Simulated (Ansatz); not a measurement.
# CH3NO2: small, medium and large basis sets

One table from this session's results is given with a row withheld; the runs are named, their logs left out.

The runs use Ansatz 0.2.0, Gaussian basis; one geometry, several basis sets.

Plan: PBE0-D4/def2-SVP; ωB97M-V/def2-SVP; PBE0-D4/def2-QZVPP; ωB97M-V/def2-QZVPP; the functionals' def2-TZVPP values are taken from earlier runs.

### The geometry

All runs share one geometry, relaxed beforehand with PBE0-D4 in a triple-zeta def2 set.

SMILES `N=C(O)O`, 7 atoms, charge 0, spin multiplicity 1.

Atoms are counted from 1 here; the program's logs count them from 0.

Bond lengths: N1–C2 1.264 Å, N1–H5 1.013 Å, C2–O3 1.331 Å, C2–O4 1.340 Å, O3–H6 0.965 Å, O4–H7 0.961 Å. Angles: C2–N1–H5 113.5°, N1–C2–O3 121.7°, N1–C2–O4 130.2°, O3–C2–O4 108.1°, C2–O3–H6 105.8°, C2–O4–H7 108.8°.

Set-up of the first run:

Contents of in.yaml:

```yaml
crystal:
  periodic: [false, false, false]
  atoms:
    - {symbol: N, position_ang: [-0.656781, 0.744881, 0.517174]}
    - {symbol: C, position_ang: [0.149377, -0.107749, 0.047670]}
    - {symbol: O, position_ang: [1.114730, -0.642163, 0.792031]}
    - {symbol: O, position_ang: [0.231505, -0.634764, -1.182003]}
    - {symbol: H, position_ang: [-1.340427, 1.068785, -0.156640]}
    - {symbol: H, position_ang: [1.024887, -0.241413, 1.664927]}
    - {symbol: H, position_ang: [-0.461992, -0.255576, -1.728760]}
basis:
  gaussian: {orbitals: def2-SVP}
hamiltonian: {xc: pbe0, dispersion: d4}
output: {orbitals: {seedname: orbitals}}
```

Run with:

```sh
$ ansatz run in.yaml --threads 2 --pin off --events-out ev --progress --plain --max-ram 4352MiB
```

Steps of the session up to this table: PBE0-D4 in def2-SVP; ωB97M-V in def2-SVP; PBE0-D4 in def2-QZVPP; ωB97M-V in def2-QZVPP.

One table of the session follows, with a row left open; its other results are not shown here.

It belongs to the step «Functionals by basis». 

```
functional       basis  HOMO (eV)  LUMO (eV)
   PBE0-D4    def2-SVP          ?          ?
   PBE0-D4  def2-TZVPP      -7.88       0.36
   PBE0-D4  def2-QZVPP      -7.94      -0.02
   ωB97M-V    def2-SVP      -9.95       2.72
   ωB97M-V  def2-TZVPP     -10.22       1.81
   ωB97M-V  def2-QZVPP     -10.28       1.21
```

Q: Estimate the row for PBE0-D4, def2-SVP from the others.

**Answer.** HOMO (eV): -7.63; LUMO (eV): 1.05. In the column «HOMO (eV)» it is the highest.
